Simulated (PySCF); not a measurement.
Vertical excitation energies

FH5Si2.
Numbering: `[F:1][SiH2:2][SiH3:3]` (hydrogens: H4, H5 on Si2; H6, H7, H8 on Si3)

Computed with PySCF 2.14.0, density-fitted response routines, TDDFT PBE0/def2-SVPD, vertical, gas phase, core orbitals frozen in the response. Geometry: GFN2-xTB; no solvent, vibrations or thermal averaging.

```tsv
state	λ (nm)	E (eV)	f	|μ| (D)	main configurations (H = HOMO, L = LUMO)
S1	187.9	6.60	0.025	1.00	H→L (97%)
S2	170.5	7.27	0.0025	0.30	H-1→L (89%)
S3	164.4	7.54	0.048	1.30	H→L+1 (85%)
S4	153.9	8.06	0.0049	0.40	H→L+3 (46%), H→L+2 (30%), H-2→L (22%)
S5	152.9	8.11	0.0038	0.35	H-3→L (90%)
S6	152.8	8.11	0.063	1.43	H→L+2 (56%), H-2→L (26%), H→L+3 (9%)
```

Triplets, Tamm–Dancoff:

```
state  E (eV)  λ (nm)  main configurations (H = HOMO, L = LUMO)
   T1    5.72   216.7                                 H→L (97%)
   T2    6.40   193.8                               H→L+1 (91%)
```

The lowest singlet comes at 188 nm (637 kJ/mol) in the vacuum ultraviolet; it is weak; its leading configuration is HOMO→LUMO (97%). The most intense listed level is S6 at 8.11 eV (153 nm, f = 0.063), 1.51 eV above S1. It is the last of those listed, so stronger ones may follow. S5/S6 lie within about 0.01 eV of each other. Löwdin shares by element: HOMO silicon 61%, fluorine 12%, hydrogen 7% or more (atoms not listed hold the other 20%); LUMO silicon 64%, hydrogen 17% or more (atoms not listed hold the other 19%). Of the 6 states listed, 3 reach f = 0.01 and none stays under 0.0005. The listed states span 1.51 eV, and the widest gap between neighbours is 0.67 eV (S1 to S2). Weighted by f, the mean energy of these states is 7.65 eV. The window holds the lowest 6 singlets.

On an Intel Xeon at 2.50 GHz with one thread, on a shared host, this took 12 s and 0.47 GiB of memory at its peak.
